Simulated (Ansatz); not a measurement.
## Relative stability

The two ends of one reaction step of SiNH8F, closed shell (PBE0-D4/def2-TZVP).

A:

Si1  (-0.585, -0.866, -1.809)
H2  (0.370, -1.995, -1.753)
H3  (-0.986, -0.650, -3.228)
H4  (0.060, 0.390, -1.343)
H5  (-1.808, -1.138, -1.017)
H6  (0.313, 1.440, 2.609)
N7  (0.557, 1.207, 1.654)
H8  (0.365, -0.359, 1.307)
F9  (0.237, -1.283, 1.047)
H10  (-0.036, 1.752, 1.039)
H11  (1.513, 1.500, 1.496)
(Å)

B:

```
11
angstrom
Si -0.4440 0.5808 -1.1045
H -0.0399 -3.1418 0.0309
H 0.6278 -0.2598 -1.6848
H -0.8362 1.6224 -2.0930
H -1.6353 -0.2234 -0.7493
H 0.5801 -0.0082 1.4229
N 0.1854 1.2546 0.3899
H 0.1888 -2.6825 0.5755
F 0.7993 -0.7407 1.9995
H -0.4709 1.8168 0.9180
H 1.0448 1.7820 0.2948
```

Ansatz 0.2.0; basis: def2-TZVPP; cores frozen in the correlated methods. B3LYP uses VWN-RPA correlation.

**Question.** Which structure is lower at CCSD(T), and by how much? (Judge from chemistry; the value comes from the calculation.)

**Answer.** The calculation gives: B, by 1.0 kJ/mol (electronic energy, against the other); a gap this small isn't resolved in one triple-zeta basis. By their contacts, A is a complex of SiH₄ + NH₃ + HF and B is a complex of SiNH₅ ([NH2][SiH3]) + HF + H₂.

**Question.** Do the other methods give the same order? (Judge from chemistry; the calculation decides.)

**Answer.** By the calculation: Not all: SPW92, PBE-D4, B97M-V, PBE0-D4, CAM-B3LYP-D4, wB97X-V, HF, CCSD give the other order.

```json
{"method": "SPW92", "E(B) − E(A) (kJ/mol)": "7.1"}
{"method": "PBE-D4", "E(B) − E(A) (kJ/mol)": "2.0"}
{"method": "BLYP-D4", "E(B) − E(A) (kJ/mol)": "-2.7"}
{"method": "r2SCAN-D4", "E(B) − E(A) (kJ/mol)": "-0.8"}
{"method": "B97M-V", "E(B) − E(A) (kJ/mol)": "5.2"}
{"method": "PBE0-D4", "E(B) − E(A) (kJ/mol)": "2.3"}
{"method": "B3LYP-D4", "E(B) − E(A) (kJ/mol)": "-1.2"}
{"method": "r2SCAN0-D4", "E(B) − E(A) (kJ/mol)": "-0.1"}
{"method": "BHLYP-D4", "E(B) − E(A) (kJ/mol)": "-0.2"}
{"method": "CAM-B3LYP-D4", "E(B) − E(A) (kJ/mol)": "0.6"}
{"method": "wB97X-V", "E(B) − E(A) (kJ/mol)": "0.5"}
{"method": "wB97M-V", "E(B) − E(A) (kJ/mol)": "-0.6"}
{"method": "B2PLYP", "E(B) − E(A) (kJ/mol)": "-1.2"}
{"method": "PBE-QIDH", "E(B) − E(A) (kJ/mol)": "-0.9"}
{"method": "RPA on PBE", "E(B) − E(A) (kJ/mol)": "-0.3"}
{"method": "HF", "E(B) − E(A) (kJ/mol)": "3.6"}
{"method": "MP2", "E(B) − E(A) (kJ/mol)": "-7.6"}
{"method": "CCSD", "E(B) − E(A) (kJ/mol)": "0.7"}
{"method": "CCSD(T)", "E(B) − E(A) (kJ/mol)": "-1.0"}
```

No T1 diagnostic of these runs exceeds 0.010.

Labels in which every atom is bracketed show which atoms are joined, not bond orders.

For scale, one of the runs: CCSD(T)/def2-TZVPP, 216 basis functions, launched by `ansatz run in.yaml --threads 4 --pin off --events-out ev --progress --plain --max-ram 9574MiB`. Time: 39 s of wall clock on 4 CPU threads of an Arm Neoverse V2; the host was shared. Peak host memory: 3.2 GiB.
